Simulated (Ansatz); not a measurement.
**NO, quartet in cc-pVTZ: errors against UCCSDT(Q)**

Geometry: that of the NO, doublet, kept fixed. The doublet lies 6.5 eV lower here.

```yaml
atoms:
  - { symbol: N, position_ang: [0.0000, 0.0000, 0.0000] }
  - { symbol: O, position_ang: [0.0000, 0.0000, 1.1398] }
```

Basis cc-pVTZ; Ansatz 0.2.0. Only valence electrons are correlated (noble-gas cores frozen), which leaves 11 electrons in 58 orbitals. R marks a restricted (for open shells ROHF) determinant, U an unrestricted one. Active spaces: valence = (11e, 8o) chosen from the atoms' valence shells.

Full CI isn't at hand for all of this; UCCSDT(Q) serves as the reference, and is uncertain by the last step of the cluster series or more. The frozen core follows each run's orbitals, which can shift R against U totals by a few meV.

HF rows: RHF is the lowest solution found, UHF is the lowest solution found. Coupled cluster chose its determinant by a search with trial CCSD, here up to 0.53 eV above the lowest Hartree–Fock solution of its kind, and MP2 stands on that determinant too.

- UHF ⟨S²⟩: 3.777
- ⟨S²⟩ of the determinant under UCCSD: 3.782
- T1 diagnostic (RCCSD): 0.0384
- largest doubles amplitude (RCCSD): 0.062
- T1 diagnostic (UCCSD): 0.0316

| level | E − E(UCCSDT(Q)) (kJ/mol) | share of correlation (%) | wall time |
| --- | --- | --- | --- |
| RHF† | 974.6 | – | – |
| UHF† | 933.8 | – | 2.2 s |
| UMP2 | 77.4 | 92.45 | – |
| RCCSD | 43.1 | 95.79 | – |
| UCCSD | 41.1 | 96.00 | – |
| RCCSD(T) | 4.0 | 99.61 | 6.5 s |
| UCCSD(T) | 4.1 | 99.60 | 7.5 s |
| BCCD(T) | 4.2 | 99.59 | 8 s |
| RCCSDT | 2.8 | 99.73 | – |
| UCCSDT | 2.5 | 99.76 | – |
| RCCSDT(Q) | 0.8 | 99.93 | 16 s (H100) |
| CASSCF (valence space)† | 876.1 | – | – |
| NEVPT2 (valence space)† | 177.3 | – | 4.1 s |
| MRCISD (valence space)† | 109.0 | – | – |
| MRCISD+Q (valence space)† | 58.7 | – | 7.5 s (H100) |

A dagger marks rows that describe another state than the reference (another or a broken symmetry, a higher spin or other natural occupations), so the difference holds a gap between states beside the method's error.

The correlation energy at UCCSDT(Q), counted from the determinant under the R cluster runs, is -10.631 eV. That run took 15 s on 2 threads of AMD EPYC 7R13 with a shared H100 80 GB, shared host.

Run but not shown, since their state, orbitals or frozen core can't be matched to the reference's or they repeat it: RMP2, CISD.

Times hold each run's SCF and search for its determinant on a shared host, so for small cases they say little of a method's own cost; rows without a card ran on 1 thread of AMD EPYC 7R13.
